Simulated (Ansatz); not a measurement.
A nudged elastic band was laid between two geometries of C2H8Si + H (12 atoms, charge 0, multiplicity 2).

Computed with UKS PBE-D4/6-31G* (Ansatz 0.2.0).

- movable images: 5
- climbing image: yes
- spring: 5.0 eV/Å²
- optimiser: quadratic models (default)
- start path: through a guess of the saddle point
- force threshold: 0.03 eV/Å
- iteration limit: 60
- end points: relaxed

First end point:

```xyz
12
Properties=species:S:1:pos:R:3
H 0.729 -1.046 1.078
Si -0.297 -0.485 0.129
C 0.460 -0.325 -1.600
C -0.915 1.184 0.779
H 2.738 -1.595 2.666
H -1.443 -1.461 0.086
H 1.319 0.368 -1.592
H 0.816 -1.301 -1.970
H -0.279 0.062 -2.322
H -0.088 1.912 0.845
H -1.355 1.080 1.785
H -1.686 1.607 0.114
```

Last end point:

```xyz
12
Properties=species:S:1:pos:R:3
H 1.887 -1.323 1.998
Si -0.511 -0.502 -0.001
C 0.387 -0.323 -1.666
C -0.982 1.182 0.744
H 2.490 -1.416 2.440
H -1.744 -1.360 -0.165
H 1.318 0.258 -1.554
H 0.650 -1.309 -2.083
H -0.254 0.198 -2.402
H -0.087 1.803 0.916
H -1.500 1.057 1.709
H -1.656 1.735 0.064
```

Q: What changes between the two ends?

A: Bonds broken: H1–Si2. Bonds formed: H1–H5. C2H8Si + H becomes C2H7Si + H2.

Q: Give the energies along the band, and the barrier.

A: It converged. The highest image is number 2 of 0 to 6, 0.9 kcal/mol above the first end and 14.1 kcal/mol above the last; the last end lies 13.2 kcal/mol below the first. A vibrational analysis at the climbing image gives one clearly imaginary mode, 431i cm⁻¹: a first-order saddle point.

| image | path coordinate (Å) | energy (kcal/mol) | H1–Si2 (Å) | H1–H5 (Å) |
| --- | --- | --- | --- | --- |
| 0 | 0.00 | 0.0 | 1.51 | 2.62 |
| 1 | 0.52 | 0.2 | 1.51 | 2.07 |
| 2 | 1.05 | 0.9 | 1.55 | 1.48 |
| 3 | 1.55 | -8.0 | 2.06 | 0.83 |
| 4 | 2.06 | -11.7 | 2.50 | 0.77 |
| 5 | 2.56 | -12.9 | 2.89 | 0.76 |
| 6 | 3.07 | -13.2 | 3.23 | 0.75 |

Q: What is the geometry of the highest image?

A: 
```xyz
12
Properties=species:S:1:pos:R:3
H 0.892 -0.999 1.153
Si -0.209 -0.492 0.190
C 0.515 -0.348 -1.554
C -0.866 1.166 0.826
H 1.992 -1.397 2.066
H -1.311 -1.519 0.203
H 1.349 0.374 -1.578
H 0.898 -1.320 -1.908
H -0.251 -0.004 -2.270
H -0.064 1.924 0.853
H -1.274 1.067 1.846
H -1.670 1.546 0.173
```

Q: What are the harmonic wavenumbers there?

A: 431i, 132, 138, 146, 166, 196, 480, 588, 633, 647, 709, 857, 874, 879, 916, 928, 1270, 1278, 1440, 1443, 1449, 1454, 1652, 2153, 2990, 2990, 3071, 3072, 3079, 3080 cm⁻¹.

The run took 65 s on 2 threads of Intel(R) Xeon(R) Platinum 8259CL CPU @ 2.50GHz (Skylake/Cascade Lake), with other jobs on the host, peak memory 0.15 GiB.
